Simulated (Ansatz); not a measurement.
**C5H6O: a ladder of functionals and wavefunction methods**

The task here is to estimate one member of a computed series from the others.

Program: Ansatz 0.2.0, Gaussian basis. Level of theory: functionals in def2-TZVPP, the program's frozen cores in correlated methods. These are calculated values, not measurements.

Plan: LDA (SPW92), PBE-D4, revPBE-D4, BLYP-D4, r2SCAN-D4, B97M-V, PBE0-D4, B3LYP-D4, r2SCANh-D4, r2SCAN0-D4, HSE06-D4, BHLYP-D4, CAM-B3LYP-D4, LC-ωPBE, ωB97X-V, ωB97M-V, B2PLYP, PBE-QIDH; CCSD(T)/def2-SVP; CCSD(T)/def2-TZVPP; MP2/def2-QZVPP; extrapolation to the limit; RPA on PBE.

**The geometry**

An earlier PBE0-D4 in a triple-zeta def2 set relaxation fixed the geometry.

SMILES `C#CCOC=C`, 12 atoms, charge 0, spin multiplicity 1.

Atoms are counted from 1 here; the program's logs count them from 0.

Bond lengths: C1–C2 1.198 Å, C1–H7 1.064 Å, C2–C3 1.450 Å, C3–O4 1.413 Å, C3–H8 1.098 Å, C3–H9 1.098 Å, O4–C5 1.346 Å, C5–C6 1.329 Å, C5–H10 1.084 Å, C6–H11 1.081 Å, C6–H12 1.081 Å. Angles: C2–C1–H7 179.6°, C1–C2–C3 178.3°, C2–C3–O4 109.6°, C2–C3–H8 110.0°, C2–C3–H9 110.0°, O4–C3–H8 109.9°, O4–C3–H9 109.9°, H8–C3–H9 107.5°, C3–O4–C5 115.7°, O4–C5–C6 128.2°, O4–C5–H10 109.9°, C6–C5–H10 121.9°, C5–C6–H11 118.5°, C5–C6–H12 124.0°, H11–C6–H12 117.5°.

Set-up of the first run:

in.yaml

```yaml
crystal:
  periodic: [false, false, false]
  atoms:
    - {symbol: C, position_ang: [-2.368781, 2.087512, 0.566246]}
    - {symbol: C, position_ang: [-1.516257, 1.250512, 0.471605]}
    - {symbol: C, position_ang: [-0.496642, 0.222342, 0.394112]}
    - {symbol: O, position_ang: [0.235739, 0.371970, -0.804940]}
    - {symbol: C, position_ang: [1.220716, -0.524474, -1.002064]}
    - {symbol: C, position_ang: [1.588950, -1.528499, -0.212409]}
    - {symbol: H, position_ang: [-3.123689, 2.833935, 0.643253]}
    - {symbol: H, position_ang: [0.178852, 0.298506, 1.256593]}
    - {symbol: H, position_ang: [-0.962993, -0.771353, 0.426086]}
    - {symbol: H, position_ang: [1.718191, -0.324018, -1.944547]}
    - {symbol: H, position_ang: [2.408778, -2.158737, -0.527000]}
    - {symbol: H, position_ang: [1.117137, -1.757686, 0.733075]}
basis:
  gaussian: {orbitals: def2-TZVPP}
hamiltonian: {xc: lda}
output: {orbitals: {seedname: orbitals}}
```

Steps of the session up to this table: LDA; PBE-D4 (GGA); revPBE-D4 (GGA); BLYP-D4 (GGA); r2SCAN-D4 (meta-GGA); B97M-V (meta-GGA); PBE0-D4 (hybrid); B3LYP-D4 (hybrid); r2SCANh-D4 (hybrid); r2SCAN0-D4 (hybrid); HSE06-D4 (hybrid); BHLYP-D4 (hybrid); CAM-B3LYP-D4 (range-separated); LC-ωPBE-D4 (range-separated; the results give it without D4); ωB97X-V (range-separated); ωB97M-V (range-separated); B2PLYP (double hybrid); PBE-QIDH (double hybrid).

One table of the session follows, with a row left open; its other results are not shown here.

It belongs to the step «Frontier levels by functional». 

| functional | HOMO (eV) | LUMO (eV) | gap (eV) |
| --- | --- | --- | --- |
| LDA (SPW92) | -5.97 | -0.89 | 5.08 |
| PBE-D4 | -5.76 | -0.63 | 5.13 |
| revPBE-D4 | -5.69 | -0.53 | 5.16 |
| BLYP-D4 | -5.62 | -0.49 | 5.13 |
| r2SCAN-D4 | -5.99 | -0.32 | 5.66 |
| B97M-V | -6.02 | -0.26 | 5.77 |
| PBE0-D4 | -6.98 | 0.45 | 7.43 |
| B3LYP-D4 | -6.75 | 0.20 | 6.95 |
| r2SCANh-D4 | ? | ? | ? |
| r2SCAN0-D4 | -7.14 | 0.63 | 7.76 |
| HSE06-D4 | -6.57 | 0.06 | 6.64 |
| BHLYP-D4 | -8.06 | 1.58 | 9.63 |
| CAM-B3LYP-D4 | -8.33 | 1.59 | 9.92 |
| LC-ωPBE | -9.67 | 2.83 | 12.50 |
| ωB97X-V | -9.31 | 2.71 | 12.02 |
| ωB97M-V | -9.24 | 2.52 | 11.76 |

**Question.** Estimate the row for r2SCANh-D4.

Worked estimate for «HOMO (eV)». Against the share of exact exchange, r2SCAN-D4 (0, -5.99), r2SCAN0-D4 (0.25, -7.14) give a slope of -4.60 per unit share; at 0.1 the line stands at -6.45.

As computed: HOMO (eV): -6.45; LUMO (eV): 0.06; gap (eV): 6.51. In «HOMO (eV)» the line misses by 0.00.
